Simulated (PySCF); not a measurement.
Molecule: 1-pentene (SMILES C=CCCC).

Bonds (- single, = double, # triple, : aromatic): C1=C2 1.334 Å, C2-C3 1.495 Å, C3-C4 1.529 Å, C4-C5 1.520 Å. C1 carries H6, H7; C2 carries H8; C3 carries H9, H10; C4 carries H11, H12; C5 carries H13, H14, H15. H6 is cis to C3; H7 is trans to C3.

Geometry PBE0-D3(BJ)/def2-SVP throughout; GIAO in PySCF, gas phase, one conformer, non-relativistic; equivalent atoms averaged; functional PBE0.

(1) How do the shifts δ (against TMS at the same level) depend on the basis set? (a selection of nuclei; ppm; last column core-seconds on 1 thread of an Arm Neoverse V1, shared host)

(2) Which nucleus among those listed moves most, in ppm?

(3) Taking the largest basis, pcSseg-2 (320 functions), as the yardstick, rank the others by their worst heavy-atom deviation.

## Answers

(1) 
```
    basis set  functions     C2    C3    C4    C5    H8    H6  H9/H10  H11/H12  H13/H14/H15  core-s
       STO-3G         35  114.0  33.2  26.0  20.4  5.32  5.01    1.50     0.82         0.79     2.7
        6-31G         65  136.6  38.9  24.7  16.5  6.30  5.54    2.19     1.54         1.13     4.6
     pcSseg-0         65  151.0  41.3  25.1  18.0  5.91  5.56    1.93     1.25         1.14     4.2
       6-31G*         90  133.4  37.8  24.3  15.9  6.00  5.15    2.05     1.44         0.99     6.4
     def2-SVP        120  139.4  38.5  24.8  15.6  5.84  5.14    1.83     1.17         0.87     8.6
      cc-pVDZ        120  140.5  41.1  27.6  16.9  5.97  5.25    1.90     1.24         0.93     8.8
     pcSseg-1        135  148.9  41.6  27.1  16.6  6.03  5.34    1.88     1.22         1.01      14
6-311+G(2d,p)        195  147.7  41.2  27.0  15.6  6.14  5.29    2.00     1.32         0.94      18
  aug-cc-pVDZ        205  142.0  41.1  27.7  15.5  6.27  5.37    2.06     1.37         1.03      20
    def2-TZVP        215  149.2  42.2  27.8  16.4  6.17  5.29    2.03     1.35         0.95      21
     IGLO-III        275  152.9  43.1  28.4  16.5  6.18  5.28    2.03     1.33         0.96      29
      cc-pVTZ        290  147.6  41.9  27.5  16.2  6.15  5.28    2.01     1.32         0.96      32
     pcSseg-2        320  154.1  43.6  28.8  17.0  6.20  5.32    2.03     1.33         0.97      44
```

(2) C2 (alkene CH): from 114.0 ppm with STO-3G to 154.1 ppm with pcSseg-2. The smallest spread is 0.35 ppm, at H13/H14/H15. Proton shifts span only some 12 ppm, so a few tenths of a ppm matter as much there as several ppm in carbon.

(3) IGLO-III 1.3 ppm (275 functions), pcSseg-0 3.7 ppm (65 functions), def2-TZVP 5.0 ppm (215 functions), pcSseg-1 5.2 ppm (135 functions), 6-311+G(2d,p) 6.4 ppm (195 functions), cc-pVTZ 6.5 ppm (290 functions), aug-cc-pVDZ 12.1 ppm (205 functions), cc-pVDZ 13.7 ppm (120 functions), def2-SVP 14.7 ppm (120 functions), 6-31G 17.5 ppm (65 functions), 6-31G* 20.7 ppm (90 functions), STO-3G 40.1 ppm (35 functions).

A small basis that lands close on one nucleus may do so by chance; judge by the trend and by all nuclei.
